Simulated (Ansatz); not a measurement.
Two shapes of singlet C₄H₄.

Shape 1:

```xyz
8

C     0.6830    0.7450    0.0283
C    -0.6250    0.7681   -0.0209
C    -0.6391   -0.8156    0.0251
C     0.6426   -0.7757   -0.0425
H     1.4794    1.5517    0.0318
H    -1.4481    1.5922   -0.0305
H    -1.4277   -1.5743    0.0434
H     1.4240   -1.5500    0.0470
```

Shape 2:

```xyz
8

C     0.6993    0.7577    0.0570
C    -0.6484    0.7887   -0.0376
C    -0.6044   -0.8134    0.0188
C     0.6553   -0.7975   -0.0673
H     1.4547    1.5769    0.0335
H    -1.4599    1.6174   -0.0524
H    -1.4054   -1.5471    0.0397
H     1.4301   -1.5546    0.0815
```

Basis set: 6-31G (spherical functions). Correlated methods keep 4 orbitals frozen. Charge 0, multiplicity 1.

Computed with Ansatz (development build ahead of 0.2.0); each method stands on the lowest determinant of its kind that the runs found.

Q: Which shape is lower in energy, and by how much in each method?

A:

```
 method  E(2) − E(1) (eV)
    RHF             0.087
RHF-MP2            -0.012
```

The methods disagree on the order. Caution: in another basis set an unrestricted determinant lies well below.
